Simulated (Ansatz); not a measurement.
# C2H3FOS: up Jacob's ladder to CCSD(T)

How much do the methods differ for C2H3FOS? The plan is to run it at one geometry with functionals of several rungs and with coupled cluster, and see how far each lands from CCSD(T) at the basis-set limit for the atomisation energy.

Computed with Ansatz 0.2.0, Gaussian basis. Level: functionals in def2-TZVPP, the program's frozen cores in correlated methods.

Plan: LDA (SPW92), PBE-D4, revPBE-D4, BLYP-D4, r2SCAN-D4, B97M-V, PBE0-D4, B3LYP-D4, r2SCANh-D4, r2SCAN0-D4, HSE06-D4, BHLYP-D4, CAM-B3LYP-D4, LC-ωPBE, ωB97X-V, ωB97M-V, B2PLYP, PBE-QIDH; CCSD(T)/def2-SVP; CCSD(T)/def2-TZVPP; MP2/def2-QZVPP; extrapolation to the limit; RPA on PBE.

**1. The geometry**

The geometry comes from an earlier relaxation with PBE0-D4 in a triple-zeta def2 set; it is a stationary point, not always the lowest conformer.

SMILES `FC1(S)CO1`, 8 atoms, charge 0, spin multiplicity 1.

Atoms are counted from 1 here; the program's logs count them from 0.

Bond lengths: F1–C2 1.353 Å, C2–S3 1.777 Å, C2–C4 1.452 Å, C2–O5 1.375 Å, S3–H6 1.344 Å, C4–O5 1.439 Å, C4–H7 1.086 Å, C4–H8 1.086 Å. Angles: F1–C2–S3 112.9°, F1–C2–C4 118.2°, F1–C2–O5 113.4°, S3–C2–C4 121.6°, S3–C2–O5 120.1°, C4–C2–O5 61.1°, C2–S3–H6 94.7°, C2–C4–O5 56.8°, C2–C4–H7 117.7°, C2–C4–H8 120.4°, O5–C4–H7 114.7°, O5–C4–H8 115.2°, H7–C4–H8 117.3°, C2–O5–C4 62.1°.

**2. LDA**

This LDA is Slater exchange with PW92 correlation.

in.yaml reads:

```yaml
crystal:
  periodic: [false, false, false]
  atoms:
    - {symbol: F, position_ang: [-0.740350, -0.454490, -1.445194]}
    - {symbol: C, position_ang: [-0.208808, 0.042433, -0.305065]}
    - {symbol: S, position_ang: [-0.082609, 1.815053, -0.315911]}
    - {symbol: C, position_ang: [0.734589, -0.782365, 0.428862]}
    - {symbol: O, position_ang: [-0.637750, -0.610631, 0.826105]}
    - {symbol: H, position_ang: [-1.410438, 2.020555, -0.355969]}
    - {symbol: H, position_ang: [0.969995, -1.762199, 0.024904]}
    - {symbol: H, position_ang: [1.467572, -0.325456, 1.086668]}
basis:
  gaussian: {orbitals: def2-TZVPP}
hamiltonian: {xc: lda}
output: {orbitals: {seedname: orbitals}}
```

Further steps of the session: PBE-D4 (GGA); revPBE-D4 (GGA); BLYP-D4 (GGA); r2SCAN-D4 (meta-GGA); B97M-V (meta-GGA); PBE0-D4 (hybrid); B3LYP-D4 (hybrid); r2SCANh-D4 (hybrid); r2SCAN0-D4 (hybrid); HSE06-D4 (hybrid); BHLYP-D4 (hybrid); CAM-B3LYP-D4 (range-separated); LC-ωPBE (range-separated); ωB97X-V (range-separated); ωB97M-V (range-separated); B2PLYP (double hybrid); PBE-QIDH (double hybrid); CCSD(T) in def2-SVP; CCSD(T) in def2-TZVPP; MP2 in def2-QZVPP; RPA on PBE orbitals.

Q: Predict the results of all the runs planned. Wanted: atomisation energy, CCSD(T)/CBS; farthest beyond LDA; mean size of error, GGA; mean size of error, meta-GGA; mean size of error, hybrid; mean size of error, range-separated; mean size of error, double hybrid; gap, smallest and largest; T1 diagnostic.

**Answer**, as computed:

| quantity | value |
| --- | --- |
| atomisation energy, CCSD(T)/CBS | 31.294 eV |
| functionals within 0.156 eV (0.5 %) | B3LYP-D4, r2SCANh-D4, CAM-B3LYP-D4, PBE-QIDH |
| farthest beyond LDA | BHLYP-D4 (-1.710 eV) |
| mean size of error, GGA | 0.711 eV |
| mean size of error, meta-GGA | 0.288 eV |
| mean size of error, hybrid | 0.542 eV |
| mean size of error, range-separated | 0.228 eV |
| mean size of error, double hybrid | 0.252 eV |
| gap, smallest and largest | 5.40 eV (BLYP-D4), 13.02 eV (LC-ωPBE) |
| T1 diagnostic | 0.0125 |
| triples share of the correlation energy | 4.0 % |

What this shows: LDA overbinds by 6.485 eV (21 %). PBE-D4 misses by +1.529 eV. Double hybrids carry the basis error of their MP2 part in triple zeta, and no dispersion term here, so their miss is partly the set-up's. Taken by rung, range-separated functionals do best (0.228 eV on average) and GGA ones worst beyond LDA (0.711 eV). The gap between the best rungs is small, so their order is not settled. The reference freezes the cores and leaves out relativity and excitations past (T), so misses under about 0.156 eV can't be ranked. Hartree-Fock recovers 66 % of the binding; the rest is correlation. CCSD(T) in def2-SVP is off by -1.860 eV, which most functionals beat. Orbital gaps span 5.4 to 13.0 eV; exact exchange widens them.
